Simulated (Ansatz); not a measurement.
# Active spaces for C2H3Cl, singlet

Program: Ansatz, Gaussian basis, development build. Basis cc-pVDZ on C/H, cc-pV(D+d)Z on Cl, nonrelativistic, 7 orbitals frozen in the corrections. State-specific CASSCF; RHF is the lowest restricted (open-shell) Hartree–Fock solution met. Solutions may break the symmetry of the shape. The lowest solution met needn't be the lowest there is, nor hold the orbitals that a chemist would pick.

Geometry:

```csv
atom,x (Å),y (Å),z (Å)
C,-0.0310,0.5045,-0.5622
C,0.0060,-0.2816,-1.6361
Cl,0.0113,-0.1015,1.0580
H,-0.0904,1.5851,-0.6125
H,-0.1729,-1.3485,-1.5773
H,0.2214,0.1507,-2.6063
```

Q: What do CASSCF and its corrections give against RHF in CAS(4,3), and what are the occupations?

A: CASSCF -0.801 eV, SC-NEVPT2 -11.157 eV; occupations 2.00, 1.91, 0.09.

Q: How do single-reference totals in the same basis and frozen core stand against SC-NEVPT2 in CAS(4,3)?

A: CCSD(T) -1.326 eV. Coupled cluster stands on the determinant that it favours, which can lie over the RHF solution above, and is in doubt where the occupations are far from 0, 1 and 2.

Q: Roughly how much CPU time does a whole run from the default start take (median of such runs, summed over threads; nearly all runs on one pinned thread of a shared server, mostly Xeon at 2.3 to 2.6 GHz, by a development driver)?

A: CAS(4,3): about 3.1 s. Other jobs ran beside these, and the count of passes differs.
